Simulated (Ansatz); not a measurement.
`[NH2][Na]` + HCl → `[Na][Cl]` + NH₃ at 500 K and 1 bar (ligand exchange at the Na–N bond).

Isolated molecules relaxed with PBE0-D4/def2-TZVP in Ansatz; ΔE leaves out vibrations. CCSD(T)/CBS is the MP2 limit (def2-TZVPP, def2-QZVPP) plus CCSD(T) − MP2 in def2-TZVPP, frozen cores. This one scheme is used for every species. For Na outer-core shells are correlated without core-valence functions, which leaves a few kJ/mol of doubt a bond.

```csv
species,CCSD(T)/CBS energy (Eh),H − E (kJ/mol),S (J/(mol·K))
`[NH2][Na]`,-217.98196,82.0,287.7
HCl,-460.38127,32.5,201.9
`[Na][Cl]`,-621.93905,19.1,248.3
NH₃,-56.50880,108.2,211.8
```

H − E and S are ideal-gas, rigid-rotor, harmonic terms from PBE0-D4/def2-TZVP. 1 Eh = 2625.50 kJ/mol, R = 8.31446 J/(mol·K).

Q: By hand: ΔE, ΔH, ΔS and ΔG.

A: ΔE = (-621.93905) + (-56.50880) − (-217.98196) − (-460.38127) = -0.08462 Eh = -222.2 kJ/mol. Δ(H − E) = 19.1 + 108.2 − 82.0 − 32.5 = 12.8, so ΔH = -209.4 kJ/mol. ΔS = 248.3 + 211.8 − 287.7 − 201.9 = -29.5 J/(mol·K). ΔG = -209.4 − 500 × (-29.5)/1000 = -194.7 kJ/mol.

Q: By hand: the equilibrium constant, and the temperature at which ΔG would vanish if ΔH and ΔS stayed fixed.

A: log₁₀ K = −ΔG/(RT ln 10) = 20.3. ΔG = 0 at ΔH/ΔS = 7098 K, far beyond where these terms or the molecules hold.

ΔH outweighs TΔS. A doubt of 5 kJ/mol in ΔE shifts log₁₀ K by 0.5 here. These are equilibria of isolated gas molecules and say nothing of rates. Largest T1 diagnostic: 0.012 (customary marks: 0.02 for closed shells, 0.045 for open ones).
